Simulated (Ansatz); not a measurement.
SiO2 (the lowest singlet isomer of a short search), 3 atoms. Hardware: 4 threads of AMD EPYC 7B13 on a shared host.

Correlated methods freeze 7 core orbitals.

Question: How many basis functions does each of these Ansatz runs have, and roughly what does it cost? HSE06-D4/def2-TZVP, charge 0 quintet, energy, from earlier orbitals; PBE-D4/def2-TZVPD, charge 0 singlet, energy, from earlier orbitals; PBE0-D4/def2-TZVP, charge 0 unrestricted singlet, energy, from earlier orbitals; PBE-QIDH/def2-TZVP, charge 0 singlet, energy, from earlier orbitals; PBE0-D4/def2-SVP, charge 0 unrestricted singlet, energy with a search over starts; r2SCAN-D4/def2-TZVP, charge 0 singlet, energy, from earlier orbitals; PBE0-D4/def2-TZVP, charge 0 quintet, energy, from earlier orbitals; r2SCAN-D4/def2-TZVP, charge 0 triplet, energy, from earlier orbitals; r2SCAN-D4/def2-TZVP, charge 0 quintet, energy, from earlier orbitals; r2SCAN-D4/def2-TZVPD, charge -1 doublet at the geometry of the charge 0 singlet, energy, from earlier orbitals; CCSD(T)/def2-TZVPD, charge -1 doublet at the geometry of the charge 0 singlet, energy, from earlier orbitals; PBE-D4/def2-TZVP, charge 0 singlet, energy, from earlier orbitals.

Answer: Other jobs shared the machine, so times can vary by a factor of up to 3. A dash marks memory too small to be measured apart from the calling script's.

```
                                                                                                           run  functions  fitting or Cholesky vectors  wall time  peak host memory (GiB)
                                             PBE-D4/def2-TZVP, charge 0 singlet, energy, from earlier orbitals         99                          554      0.3 s                       –
                             PBE0-D4/def2-SVP, charge 0 unrestricted singlet, energy with a search over starts         46                          422     0.35 s                       –
                                            PBE-D4/def2-TZVPD, charge 0 singlet, energy, from earlier orbitals        123                          643     0.45 s                       –
                                           PBE-QIDH/def2-TZVP, charge 0 singlet, energy, from earlier orbitals         99                          622     0.55 s                       –
                                          r2SCAN-D4/def2-TZVP, charge 0 singlet, energy, from earlier orbitals         99                          554      0.6 s                       –
                               PBE0-D4/def2-TZVP, charge 0 unrestricted singlet, energy, from earlier orbitals         99                          570     0.85 s                       –
                                          r2SCAN-D4/def2-TZVP, charge 0 triplet, energy, from earlier orbitals         99                          554      1.2 s                       –
                                           HSE06-D4/def2-TZVP, charge 0 quintet, energy, from earlier orbitals         99                          570      1.4 s                       –
r2SCAN-D4/def2-TZVPD, charge -1 doublet at the geometry of the charge 0 singlet, energy, from earlier orbitals        123                          643      1.5 s                       –
                                            PBE0-D4/def2-TZVP, charge 0 quintet, energy, from earlier orbitals         99                          570      1.7 s                       –
                                          r2SCAN-D4/def2-TZVP, charge 0 quintet, energy, from earlier orbitals         99                          554      2.2 s                       –
  CCSD(T)/def2-TZVPD, charge -1 doublet at the geometry of the charge 0 singlet, energy, from earlier orbitals        123                          766      4.5 s                    0.86
```
